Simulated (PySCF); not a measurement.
Start geometry of `c1c(coc1)F` from GFN2-xTB (Å):
```
atom  x, y, z in Å
F1     2.2699    0.4704   -0.0713
C2     0.9580    0.1325   -0.0324
C3    -0.1676    1.0111   -0.0602
C4    -1.1979    0.1951    0.0101
O5    -0.8634   -1.1008    0.0609
C6     0.4776   -1.1301    0.0427
H7    -0.1157    2.0791   -0.1064
H8    -2.2663    0.4089    0.0202
H9     0.9633   -2.0834    0.1028
```

Question: What comes out of this run: PBE0-D3(BJ)/def2-SVP geometry optimisation, gas phase in PySCF?

Answer: 
```
atom  x, y, z in Å
F1     2.084    0.544   -0.804
C2     0.909    0.155   -0.344
C3    -0.197    1.008   -0.061
C4    -1.171    0.166    0.389
O5    -0.740   -1.107    0.396
C6     0.534   -1.122   -0.051
H7    -0.248    2.087   -0.180
H8    -2.190    0.332    0.729
H9     1.040   -2.081   -0.110
```

The energy falls by 3.2 kcal/mol over 10 energy and gradient evaluations, the largest force component goes from 0.0638 to 1.9e-04 Eh/bohr, and the atoms move by 0.027 Å rms after alignment. The bond that changes most is C3–C4 (aromatic CH carbon to aromatic CH next to a ring oxygen), which lengthens by 0.048 Å. Bonds longer at the end by more than 0.005 Å: 5 of 9; shorter: 1. Among the angles that change most is C4–C3–H7, from 131.2° to 128.0°. Rotational constants go from 9465, 3489, 2549 to 9354, 3501, 2548 MHz. The orientation of the end geometry is arbitrary; only internal coordinates are fixed.

The run used 99 basis functions and 71 SCF cycles in all. The run took 32 s on Arm Neoverse V1, one thread, shared host, and the process peaked at 0.46 GiB of memory.

Not checked by PBE0-D3(BJ)/def2-SVP frequencies.
